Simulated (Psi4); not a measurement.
# C3H4F2 (SMILES F/C=C\CF): MP2/6-31G(d) (spherical functions)

Aim: the energy change on altering one bond length of C3H4F2 at MP2/6-31G* (spherical functions), from 2 runs. 

The calculation is run with Psi4 1.11.

1 further run of the same task is left out (set aside as unsound or not needed).

### Step 1. The system as given

C3H4F2 has 9 atoms, charge 0, and is taken as a singlet. SMILES: `F/C=C\CF`. The shape is that of a PBE0-D4/def2-TZVP optimisation. This is one conformer, not always the lowest.

Bond lengths: F1–C2 1.336 Å, C2–C3 1.320 Å, C3–C4 1.485 Å, C4–F5 1.387 Å, C2–H6 1.084 Å, C3–H7 1.084 Å, C4–H8 1.095 Å, C4–H9 1.091 Å. Some angles: F1–C2–C3 122.6°, C2–C3–C4 124.9°, C3–C4–F5 109.9°, F1–C2–H6 112.2°, C3–C2–H6 125.2°, C2–C3–H7 117.2°, C4–C3–H7 117.9°, C3–C4–H8 111.0°, C3–C4–H9 111.5°, F5–C4–H8 107.0°.

### Step 2. The energy at MP2/6-31G(d) (spherical functions)

The input, c3h4f2.json:

```json
{
 "schema_name": "qcschema_input",
 "schema_version": 1,
 "molecule": {
  "schema_name": "qcschema_molecule",
  "schema_version": 2,
  "symbols": ["F", "C", "C", "C", "F", "H", "H", "H", "H"],
  "geometry": [-3.34727188, 1.31562733, -1.4441287, -1.43014473, -0.15835905, -2.17091737, 0.51003708, -0.67160866, -0.68842723, 0.83053463, 0.29328549, 1.92638681, 3.1305203, 1.53332378, 2.14238251, -1.67977755, -0.86681737, -4.07595028, 1.96985051, -1.89218277, -1.44677432, 0.84999881, -1.25988041, 3.29322572, -0.66631743, 1.61911734, 2.43188855],
  "molecular_charge": 0,
  "molecular_multiplicity": 1,
  "fix_symmetry": "c1",
  "fix_com": true,
  "fix_orientation": true
 },
 "driver": "energy",
 "model": {
  "method": "mp2",
  "basis": "6-31G*"
 },
 "keywords": {
  "reference": "rhf",
  "puream": true,
  "e_convergence": 1e-09,
  "d_convergence": 1e-08,
  "scf_type": "pk",
  "num_frozen_docc": 5,
  "mp2_type": "conv"
 }
}
```

On the command line:

```
$ psi4 --qcschema c3h4f2.json -n 1 --memory 2200MB
```

stdout:

```text
[...]
  Running in c1 symmetry.
[...]
  Nuclear repulsion =  168.442552202306160
[...]
  Multiplicity = 1
[...]
  Nalpha       = 20
  Nbeta        = 20
[...]
    Number of basis functions: 78
[...]
   @RHF iter   1:  -314.68983720189544   -8.09019e-01   4.72694e-03 ADIIS/DIIS
[...]
   @RHF iter  12:  -314.76248926028052   -5.57066e-12   9.18697e-09 DIIS
[...]
    Orbital Energies [Eh]
    ---------------------
    Doubly Occupied:
       1A    -26.314149     2A    -26.266912     3A    -11.335528
       4A    -11.313952     5A    -11.243039     6A     -1.632779
       7A     -1.577135     8A     -1.089064     9A     -0.949402
      10A     -0.819188    11A     -0.751523    12A     -0.712821
      13A     -0.698561    14A     -0.686853    15A     -0.666686
      16A     -0.622441    17A     -0.587560    18A     -0.523196
      19A     -0.516624    20A     -0.384560
[...]
  @RHF Final Energy:  -314.76248926028052
   => Energetics <=
    Nuclear Repulsion Energy =            168.4425522023061603
    One-Electron Energy =                -769.0261379719852357
    Two-Electron Energy =                 285.8210965093985578
    Total Energy =                       -314.7624892602805176
[...]
 Multipole Moments:
 ------------------------------------------------------------------------------------
     Multipole            Electronic (a.u.)      Nuclear  (a.u.)        Total (a.u.)
 ------------------------------------------------------------------------------------
 L = 1.  Multiply by 2.5417464519 to convert [e a0] to [Debye]
 Dipole X            :          1.7270974           -2.0144480           -0.2873506
 Dipole Y            :        -20.7549468           20.0207035           -0.7342433
 Dipole Z            :         -1.2333999            0.8889272           -0.3444727
 Magnitude           :                                                    0.8604330
[...]
	SCS-MP2 Total Energy (a.u.)        :  -315.45429666020698
	SOS-MP2 Total Energy (a.u.)        :  -315.39211700755743
	SCSN-MP2 Total Energy (a.u.)       :  -315.09079782627043
[...]
	SOS-PI-MP2 Total Energy (a.u.)     :  -315.49705496543686
[...]
	MP2 Total Energy (a.u.)            :  -315.47371800762670
[...]
```

The result, in JSON:

```text
{
 "driver": "energy",
 "model": {
  "method": "mp2",
  "basis": "6-31G*"
 },
 "success": true,
 "return_result": -315.4737180076267,
 "properties": {
  "calcinfo_nbasis": 78,
  "calcinfo_nmo": 78,
  "calcinfo_nalpha": 20,
  "calcinfo_nbeta": 20,
  "calcinfo_natom": 9,
  "nuclear_repulsion_energy": 168.44255220230616,
  "return_energy": -315.4737180076267,
  "scf_one_electron_energy": -769.0261379719852,
  "scf_two_electron_energy": 285.82109650939856,
  "scf_dipole_moment": [-0.2873505784122248, -0.7342432971018162, -0.3444727065184545],
  "scf_total_energy": -314.7624892602805,
  "scf_iterations": 12,
  "mp2_same_spin_correlation_energy": -0.1865389579487951,
  "mp2_opposite_spin_correlation_energy": -0.5246897893974052,
  "mp2_singles_energy": 0.0,
  "mp2_doubles_energy": -0.7112287473462002,
  "mp2_correlation_energy": -0.7112287473461834,
  "mp2_total_energy": -315.4737180076267
 }
}
```

Run time: 6.6 s. Hardware: 1 thread of AMD EPYC 7R43 (Zen 3), shared host; peak memory 0.34 GiB.

### Step 3. The distorted shape at the same level

The input, run.py:

```python
import psi4

psi4.set_memory('2200 MB')
psi4.set_num_threads(1)
psi4.set_output_file('run.log', False)

molecule = psi4.geometry("""
0 1
F
C 1 2.4052
C 2 1.320348 1 122.6449
C 3 1.484622 2 124.87974 1 -0.0839
F 4 1.387442 3 109.85592 2 -124.72774
H 2 1.083636 3 125.19573 4 -179.58305
H 3 1.083967 2 117.17873 6 0.30447
H 4 1.094892 5 106.9992 3 120.60351
H 4 1.091431 8 109.11501 5 -116.85365
units angstrom
symmetry c1
no_reorient
no_com
""")

psi4.set_options(dict(puream=True, e_convergence=1e-09, d_convergence=1e-08, scf_type='pk', num_frozen_docc=5, mp2_type='conv'))

energy_value, wavefunction = psi4.energy('mp2/6-31G*', molecule=molecule, return_wfn=True)
print(f'total energy {energy_value:.8f} hartree = {energy_value * 27.211386:.5f} eV')
for k, v in sorted(psi4.core.scalar_variables().items()):
    print(f'{k:45s} {v:18.10f}')
```

On the command line:

```
$ python run.py
```

run.log:

```text
[...]
  Running in c1 symmetry.
[...]
  Nuclear repulsion =  150.372789130689313
[...]
  Multiplicity = 1
[...]
  Nalpha       = 20
  Nbeta        = 20
[...]
    Number of basis functions: 78
[...]
   @RHF iter   1:  -314.36711372994245   -1.26726e+00   7.48372e-03 ADIIS/DIIS
[...]
   @RHF iter  15:  -314.55260002353498   -1.06866e-11   9.21222e-09 DIIS
[...]
    Orbital Energies [Eh]
    ---------------------
    Doubly Occupied:
       1A    -26.299705     2A    -26.160573     3A    -11.415474
       4A    -11.349862     5A    -11.329590     6A     -1.608791
       7A     -1.372804     8A     -1.151891     9A     -0.988112
      10A     -0.824081    11A     -0.751883    12A     -0.719451
      13A     -0.694698    14A     -0.680390    15A     -0.572833
      16A     -0.556062    17A     -0.494317    18A     -0.490004
      19A     -0.466701    20A     -0.421638
[...]
  @RHF Final Energy:  -314.55260002353498
   => Energetics <=
    Nuclear Repulsion Energy =            150.3727891306893127
    One-Electron Energy =                -733.1530636671036518
    Two-Electron Energy =                 268.2276745128793891
    Total Energy =                       -314.5526000235349784
[...]
 Multipole Moments:
 ------------------------------------------------------------------------------------
     Multipole            Electronic (a.u.)      Nuclear  (a.u.)        Total (a.u.)
 ------------------------------------------------------------------------------------
 L = 1.  Multiply by 2.5417464519 to convert [e a0] to [Debye]
 Dipole X            :         -1.6568833            2.2604608            0.6035775
 Dipole Y            :         -0.4706649            0.4833086            0.0126437
 Dipole Z            :         -1.3174345            3.7378509            2.4204164
 Magnitude           :                                                    2.4945703
[...]
	SCS-MP2 Total Energy (a.u.)        :  -315.28277865827226
	SOS-MP2 Total Energy (a.u.)        :  -315.27511734354914
	SCSN-MP2 Total Energy (a.u.)       :  -314.88650495370950
[...]
	SOS-PI-MP2 Total Energy (a.u.)     :  -315.33069559893482
[...]
	MP2 Total Energy (a.u.)            :  -315.29810128771845
[...]
```

Standard output:

```text
total energy -315.29810129 hartree = -8579.69834 eV
CURRENT CORRELATION ENERGY                         -0.7455012642
CURRENT ENERGY                                   -315.2981012877
CURRENT REFERENCE ENERGY                         -314.5526000235
DD SOLVATION ENERGY                                 0.0000000000
HF KINETIC ENERGY                                 314.0726418682
HF POTENTIAL ENERGY                              -628.6252418917
HF TOTAL ENERGY                                  -314.5526000235
HF VIRIAL RATIO                                     2.0015281756
MP2 CORRELATION ENERGY                             -0.7455012642
MP2 DOUBLES ENERGY                                 -0.7455012642
MP2 OPPOSITE-SPIN CORRELATION ENERGY               -0.5557825539
MP2 SAME-SPIN CORRELATION ENERGY                   -0.1897187103
MP2 SINGLES ENERGY                                  0.0000000000
MP2 TOTAL ENERGY                                 -315.2981012877
NUCLEAR REPULSION ENERGY                          150.3727891307
ONE-ELECTRON ENERGY                              -733.1530636671
PCM POLARIZATION ENERGY                             0.0000000000
PE ENERGY                                           0.0000000000
SCF ITERATION ENERGY                             -314.5526000235
SCF ITERATIONS                                     15.0000000000
SCF TOTAL ENERGY                                 -314.5526000235
SCS(N)-MP2 CORRELATION ENERGY                      -0.3339049302
SCS(N)-MP2 TOTAL ENERGY                          -314.8865049537
SCS-MP2 CORRELATION ENERGY                         -0.7301786347
SCS-MP2 TOTAL ENERGY                             -315.2827786583
SCS-MP2-VDW CORRELATION ENERGY                     -0.8062610241
SCS-MP2-VDW TOTAL ENERGY                         -315.3588610476
SOS-MP2 CORRELATION ENERGY                         -0.7225173200
SOS-MP2 TOTAL ENERGY                             -315.2751173435
SOS-PI-MP2 CORRELATION ENERGY                      -0.7780955754
SOS-PI-MP2 TOTAL ENERGY                          -315.3306955989
TWO-ELECTRON ENERGY                               268.2276745129
```

Wall time 6 s (1 thread of AMD EPYC 7R43 (Zen 3), shared host); peak memory 0.34 GiB.

### Step 4. What came out

At MP2/6-31G* (spherical functions), 5 core orbitals frozen:

| quantity | value |
| --- | --- |
| first shape: total energy | -315.47372 Eh |
| first shape: HOMO energy (Hartree–Fock orbitals) | -10.46 eV |
| first shape: LUMO energy (Hartree–Fock orbitals) | 4.56 eV |
| first shape: HOMO–LUMO gap (Hartree–Fock orbitals) | 15.02 eV |
| first shape: correlation energy (5 core orbitals frozen) | -711.2 mEh |
| distorted shape: total energy | -315.29810 Eh |
| distorted shape: HOMO energy (Hartree–Fock orbitals) | -11.47 eV |
| distorted shape: LUMO energy (Hartree–Fock orbitals) | -0.42 eV |
| distorted shape: HOMO–LUMO gap (Hartree–Fock orbitals) | 11.05 eV |
| distorted shape: correlation energy (5 core orbitals frozen) | -745.5 mEh |
| energy change with the F1–C2 bond stretched from 1.336 to 2.405 Å | 4.779 eV |

**Reading.** With the F1–C2 bond stretched from 1.336 to 2.405 Å the energy rises by 4.78 eV (110 kcal/mol). The first shape isn't relaxed at this level, so the change isn't measured from a minimum. A restricted reference can't describe the breaking bond well at this length.
